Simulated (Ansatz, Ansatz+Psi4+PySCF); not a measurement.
| atom | x (Å) | y (Å) | z (Å) |
| --- | --- | --- | --- |
| Si | 0.0000 | 0.0000 | 0.0000 |
| F | 0.8426 | 0.8426 | 0.8426 |
| F | 0.8426 | -0.8426 | -0.8426 |
| F | -0.8426 | 0.8426 | -0.8426 |
| F | -0.8426 | -0.8426 | 0.8426 |

Basis set: cc-pVTZ (spherical functions). Frozen core: 9 orbitals. Charge 0, multiplicity 1.

Computed with Ansatz (development build ahead of 0.2.0); each method stands on the lowest determinant of its kind that the runs found. Restricted open shells among the atoms or ions are ROHF, correlated in semicanonical orbitals with singles.

**Question.** Give the atomization energy at this shape (free ground-state atoms in the same class of orbitals less the molecule, no zero-point energy) of singlet SiF4 by RHF-MP2, RHF.

**Answer.**

```csv
method,atomization energy
RHF-MP2,2286.1 kJ/mol
RHF,1730.5 kJ/mol
```

Caution: no unrestricted run beside it, a lower state can exist; the shape is not the minimum.
